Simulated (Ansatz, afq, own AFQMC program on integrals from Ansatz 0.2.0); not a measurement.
Integrals from Ansatz 0.2.0, then the random walk in our own AFQMC program (afq).

```yaml
crystal:
  periodic: [false, false, false]
  atoms:
    - {symbol: Si, position_ang: [0.000000, 0.000000, 0.573437]}
    - {symbol: N, position_ang: [0.000000, 0.000000, -0.933563]}
    - {symbol: H, position_ang: [0.000000, 0.834992, -1.502626]}
    - {symbol: H, position_ang: [0.000000, -0.834993, -1.502626]}
basis:
  gaussian: {orbitals: cc-pVDZ}
magnetization: {spin_polarized: true, initial_magnetization: 1}
correlation: {method: ccsd_t, electrons: outside_noble_gas, hamiltonian_folder: ham}
```

```sh
$ ansatz run in.yaml --threads 1 --pin off --events-out ev --progress --plain --max-ram 1382MiB
```

afq runs on the folder ham with

```
--method phaseless --trial hf --walkers 120 --populations 1 --least-time 40 --time-step 0.005 --steps-per-block 20 --equilibration-blocks 112 --max-blocks 600 --target-error 0.0012000 --factor-cut 1e-05 --start spin_pure --seed 614 --taylor-order 6
```

Times are imaginary, in 1/Eh. The walk had a cap of 1172 s.

Output of the walk:

```
orbitals 36  electrons 6 5  factors 282 of 407
reference energy -344.48376833 Eh
CCSD correlation -0.26022950 Eh in 10 cycles, weight of the determinant in the CISD state 0.8864
energy of the start -344.484087 Eh
 block  time / (1/Eh)  mean weight  energy / Eh
     1     0.100  1.0007  -344.548155
     2     0.200  1.0010  -344.592143
     3     0.300  1.0022  -344.625175
     4     0.400  1.0027  -344.659983
     5     0.500  0.9997  -344.674073
    10     1.000  1.0001  -344.704556
    52     5.200  1.0008  -344.718375
    86     8.600  1.0009  -344.739829
   171    17.100  0.9988  -344.751099
   256    25.600  0.9990  -344.741674
   341    34.100  1.0017  -344.732525
   426    42.600  1.0017  -344.750274
   511    51.100  0.9975  -344.741301
   596    59.600  1.0028  -344.756419
   664    66.400  1.0005  -344.849663
   681    68.100  1.0019  -344.774229
   698    69.800  0.9991  -344.753637
blocks merged  error / Eh  count
     1  0.000973  600
     2  0.001295  300
     4  0.001666  150
     8  0.001969  75
    16  0.002168  37
    32  0.002632  18
    64  0.001923  9
energy -344.753912 +/- 0.002632 Eh
(rows thinned)
```

The run passed its tests (sampling time, drift between the halves within three errors, error under three times the target), which doesn't prove that it has relaxed.

Against this walk (error 71.6 meV) on the same determinant: CCSD(T) 82.8 meV higher (within the noise), CCSDT(Q) 49.2 meV higher (within the noise), a separate phaseless walk with a CISD trial and standard settings 76.3 ± 72.4 meV higher (within the noise). The error is statistical and leaves out the bias of the constraint.

Cautions: constraint bias not in the error; error above the target (71.6 against 32.7 meV).

The walk took 2.7 min on 1 thread of Intel(R) Xeon(R) 6975P-C (Granite Rapids), on a shared host. The log's last line is the phaseless energy.

CCSDT and higher add their correlation energy to the determinant of the CCSD(T) run, since their own runs factorise the integrals more tightly (a shift of under 2 meV). A walk keeps the symmetry of its determinant, which the program's search chose and which needn't be the lowest solution, so a lower state of the same spin and another symmetry isn't excluded.
